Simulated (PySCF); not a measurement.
Compound: methyl propyl disulfide, C4H10S2.
Bonds: C1–C2, C2–C3, C3–S4, S4–S5, S5–C6. Hydrogens: H7, H8, H9 on C1; H10, H11 on C2; H12, H13 on C3; H14, H15, H16 on C6.

The same species was optimised twice, with GFN2-xTB and with PBE0-D3(BJ)/def2-SVP (PySCF), and the same property calculations (PySCF, gas phase) were run on both structures.

```
     coordinate  GFN2-xTB  PBE0-D3(BJ)/def2-SVP  change
      S4–S5 (Å)     2.026                 2.060  +0.034
      S5–C6 (Å)     1.826                 1.812  -0.014
      C3–S4 (Å)     1.834                 1.822  -0.012
      C1–C2 (Å)     1.524                 1.521  -0.003
      C2–C3 (Å)     1.518                 1.517  -0.001
   C2–C3–S4 (°)     112.0                 114.4    +2.4
   C1–C2–C3 (°)     111.3                 112.6    +1.3
   S4–S5–C6 (°)     102.3                 102.1    -0.2
   C3–S4–S5 (°)     102.7                 102.5    -0.2
C1–C2–C3–S4 (°)       180                   180       0
C2–C3–S4–S5 (°)        67                    66      -1
C3–S4–S5–C6 (°)        90                    87      -3
```

Rotational constants: A = 4106, B = 1142, C = 1044 MHz (GFN2-xTB) against A = 3969, B = 1141, C = 1037 MHz (PBE0-D3(BJ)/def2-SVP). Point groups within 0.08 Å: C1 and C1.

On the GFN2-xTB structure: lowest singlet, TDDFT (eV) 5.06 [CAM-B3LYP/def2-SVPD]; lowest triplet, Tamm–Dancoff (eV) 4.37 [CAM-B3LYP/def2-SVPD]; isotropic polarisability (au) 92.7 [CAM-B3LYP/def2-SVPD]; HOMO (eV) -8.06 [CAM-B3LYP/def2-SVPD]; LUMO (eV) 0.65 [CAM-B3LYP/def2-SVPD]; dipole (D) 2.05 [CAM-B3LYP/def2-SVPD]; HOMO (eV) -6.80 [PBE0/pcSseg-1]; LUMO (eV) -0.05 [PBE0/pcSseg-1]; dipole (D) 2.15 [PBE0/pcSseg-1]; GIAO shielding of C1 (ppm) 170.8 [PBE0/pcSseg-1]; GIAO shielding of C2 (ppm) 159.2 [PBE0/pcSseg-1]; GIAO shielding of C3 (ppm) 143.1 [PBE0/pcSseg-1]; GIAO shielding of S4 (ppm) 422.8 [PBE0/pcSseg-1]; GIAO shielding of S5 (ppm) 511.4 [PBE0/pcSseg-1]; GIAO shielding of C6 (ppm) 159.7 [PBE0/pcSseg-1].

Task: What do these properties become on the PBE0-D3(BJ)/def2-SVP structure?

Result: 
| property | level | on GFN2-xTB | on PBE0-D3(BJ)/def2-SVP | change |
| --- | --- | --- | --- | --- |
| lowest singlet, TDDFT (eV) | CAM-B3LYP/def2-SVPD | 5.06 | 4.83 | -0.23 |
| lowest triplet, Tamm–Dancoff (eV) | CAM-B3LYP/def2-SVPD | 4.37 | 4.13 | -0.24 |
| isotropic polarisability (au) | CAM-B3LYP/def2-SVPD | 92.7 | 93.8 | +1.1 |
| HOMO (eV) | CAM-B3LYP/def2-SVPD | -8.06 | -8.05 | +0.01 |
| LUMO (eV) | CAM-B3LYP/def2-SVPD | 0.65 | 0.51 | -0.14 |
| dipole (D) | CAM-B3LYP/def2-SVPD | 2.05 | 2.11 | +0.06 |
| energy, GFN2-xTB geometry as zero (kcal/mol) | CAM-B3LYP/def2-SVPD | 0.0 | -1.1 | -1.1 |
| HOMO (eV) | PBE0/pcSseg-1 | -6.80 | -6.78 | +0.02 |
| LUMO (eV) | PBE0/pcSseg-1 | -0.05 | -0.29 | -0.24 |
| dipole (D) | PBE0/pcSseg-1 | 2.15 | 2.20 | +0.05 |
| energy, GFN2-xTB geometry as zero (kcal/mol) | PBE0/pcSseg-1 | 0.0 | -0.8 | -0.8 |
| GIAO shielding of C1 (ppm) | PBE0/pcSseg-1 | 170.8 | 169.0 | -1.8 |
| GIAO shielding of C2 (ppm) | PBE0/pcSseg-1 | 159.2 | 158.5 | -0.7 |
| GIAO shielding of C3 (ppm) | PBE0/pcSseg-1 | 143.1 | 143.9 | +0.8 |
| GIAO shielding of S4 (ppm) | PBE0/pcSseg-1 | 422.8 | 399.1 | -23.7 |
| GIAO shielding of S5 (ppm) | PBE0/pcSseg-1 | 511.4 | 491.0 | -20.4 |
| GIAO shielding of C6 (ppm) | PBE0/pcSseg-1 | 159.7 | 159.7 | 0.0 |

The heavy atoms differ by 0.039 Å rms after alignment. Among bonds between heavy atoms S4–S5 changes most (+0.034 Å). Changes are differences of the printed values. Neither structure is proved a minimum here.

The values belong to the conformer `[CH3:1][CH2:2][CH2:3][S:4][S:5][CH3:6]`: C1–C2–C3–S4 180°, C2–C3–S4–S5 66°, C3–S4–S5–C6 87°.
